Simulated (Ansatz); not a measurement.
# [Br···H···CH2], triplet in cc-pVDZ: errors against UCCSDT(Q)

Geometry: a point of a hydrogen-transfer path between rigid fragments, not a stationary point.

```xyz
5

Br   -0.4912    0.0000    0.0000
H     0.8298    0.0000    0.0000
C     2.6788    0.0000    0.0000
H     3.0933    0.0000    0.9962
H     3.0933    0.0000   -0.9962
```

Basis cc-pVDZ; Ansatz 0.2.0. Correlated methods freeze the noble-gas cores and the filled d shells of p-block atoms, which leaves 14 electrons in 41 orbitals. R marks a restricted (for open shells ROHF) determinant, U an unrestricted one. Active spaces: valence = (14e, 11o) chosen from the atoms' valence shells; pair = (4e, 4o) about the gap. No spin–orbit coupling is included, and no scalar relativity.

Full CI isn't at hand for all of this; UCCSDT(Q) serves as the reference, and is uncertain by about the last step of the cluster series. The frozen core follows each run's orbitals, which can shift R against U totals by a few meV for light atoms and by up to 0.1 eV past Ca.

* UHF ⟨S²⟩: 2.019
* T1 diagnostic (RCCSD): 0.0157
* largest doubles amplitude (RCCSD): 0.038
* T1 diagnostic (UCCSD): 0.0086

| level | E − E(UCCSDT(Q)) (mEh) | share of correlation (%) | wall time |
| --- | --- | --- | --- |
| UHF | 262.71 | 2.22 | – |
| UMP2 | 39.54 | 85.28 | – |
| UCCSD | 5.14 | 98.09 | – |
| UCCSD(T) | 0.93 | 99.65 | 2.6 s |
| UCCSDT | 0.31 | 99.88 | – |

The correlation energy at UCCSDT(Q), counted from RHF, is -7.311 eV. That run took 19 s on 1 thread of AMD EPYC 9R45, shared host.

Run but not shown, since their state or frozen core can't be matched to the reference's or they repeat it: RHF, RMP2, CISD, RCCSD, RCCSD(T), BCCD(T), RCCSDT, RCCSDT(Q), CASSCF (pair space), NEVPT2 (pair space), MRCISD (pair space), MRCISD+Q (pair space), CASSCF (valence space), NEVPT2 (valence space), MRCISD (valence space), MRCISD+Q (valence space).

Times hold each run's SCF and search for its determinant on a shared host, so for small cases they say little of a method's own cost; they ran on 1 thread of AMD EPYC 9R45.

Natural occupations of CASSCF (valence space) about the gap: 1.980 1.979 1.977 1.000 1.000 0.026 0.022 0.018; effectively unpaired electrons, Σ n²(2−n)², 2.01.
